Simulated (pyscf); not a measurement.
`[SiH3][SeH]` + `[FH]` → `[F][SiH2][SeH]` + `[H][H]`, a four-centre exchange (singlet surface; H–Si, F–H broken, F–Si, H–H formed). Single points on ωB97X-D3(BJ)/def2-SVP structures (PySCF, gas phase). Energies in kcal/mol from the separated reactants.

Small-basis levels: PySCF, no dispersion term, spherical d functions. AM1 to PM7: differences of heats of formation from MOPAC, which are fitted to 298 K values and so differ in kind from electronic energies by zero-point and thermal terms. GFN2-xTB: tblite. Cost: rough CPU time at the saddle relative to B3LYP/6-31G*+LANL2DZ, from one job on a shared machine.

| level | barrier | reaction energy | cost |
|---|---|---|---|
| HF/3-21G | 47.5 | -31.7 | 0.1 |
| MP2/6-31G*+LANL2DZ | 31.5 | -37.5 | 0.2 |
| SVWN5/6-31G*+LANL2DZ | 7.3 | -35.6 | 1 |
| PBE/6-31G*+LANL2DZ | 17.3 | -35.5 | 1 |
| B3LYP/LANL2DZ | 42.1 | -14.8 | 0.8 |
| M06-2X/6-31G*+LANL2DZ | 27.3 | -34.8 | 2 |
| B3LYP/6-311+G**+LANL2DZ | 34.6 | -21.5 | 2 |
| PBE/def2-SVP | 17.5 | -27.5 | 2 |
| B3LYP/def2-SVP | 25.6 | -27.9 | 2 |
| GFN2-xTB | 37.4 | -29.2 | under 0.02 |
| PM6 | 4.4 | -60.0 | under 0.02 |
| PM7 | 32.2 | -73.8 | under 0.02 |
| ωB97M-D3(BJ)/def2-TZVP | 28.2 | -28.4 | – |

Against the last row the barrier runs from -23.8 (PM6) to +19.2 kcal/mol (HF/3-21G). ωB97M-D3(BJ)/def2-TZVP has limits of its own. On the reactant side the descent ends in a complex, 5.7 kcal/mol under the separated species and 34.3 kcal/mol under the saddle at ωB97X-D3(BJ)/def2-TZVP. This is the saddle that the search found; another between the same sides may lie lower. In the def2 sets elements up to Kr have no core potential.
